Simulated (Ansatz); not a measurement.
Reaction: CH2BF3 (trifluoromethylborane, SMILES BC(F)(F)F) → BH2 (SMILES [BH2], doublet) + CF3 (SMILES F[C](F)F, doublet) (the B-C bond breaks)
Each species at its own B3LYP-D3(BJ)/def2-TZVP minimum (Ansatz, a quantum-chemistry and plane-wave program).

Total energies in hartree (Ansatz). UHF or UKS for unpaired electrons; spin-orbit terms are left out. Cores are frozen in correlated methods. No relativity.

```tsv
species	HF/cc-pVTZ	CCSD(T)/cc-pVTZ	HF/cc-pVQZ	CCSD(T)/cc-pVQZ	CCSD(T)/cc-pVDZ	CCSDT(Q)/cc-pVDZ
1: CH2BF3 (SMILES BC(F)(F)F)	-362.14966	-363.20327	-362.17795	-363.31722	-362.83632	-362.83879
2: BH2 (SMILES [BH2], doublet)	-25.76030	-25.86304	-25.76199	-25.86898	-25.84018	-25.84056
3: CF3 (SMILES F[C](F)F, doublet)	-336.26346	-337.17295	-336.29109	-337.27925	-336.83424	-336.83638
```

Problem. Work out the bond dissociation energy (electronic) in kJ/mol: take Hartree-Fock from cc-pVQZ, extrapolate the CCSD(T) correlation energy as X^-3 (X = 3, 4), and add CCSDT(Q) - CCSD(T) in cc-pVDZ. 1 hartree = 2625.5 kJ/mol.

Solution. 
Species 1: correlation (64·(-1.13927) - 27·(-1.05361))/37 = -1.20178; step -0.00247; E1 = -362.17795 + (-1.20178) + (-0.00247) = -363.38220
Species 2: correlation (64·(-0.10699) - 27·(-0.10274))/37 = -0.11009; step -0.00038; E2 = -25.76199 + (-0.11009) + (-0.00038) = -25.87246
Species 3: correlation (64·(-0.98816) - 27·(-0.90949))/37 = -1.04557; step -0.00214; E3 = -336.29109 + (-1.04557) + (-0.00214) = -337.33880
-1·E1 +1·E2 +1·E3 = 0.17094 hartree = 448.8 kJ/mol.
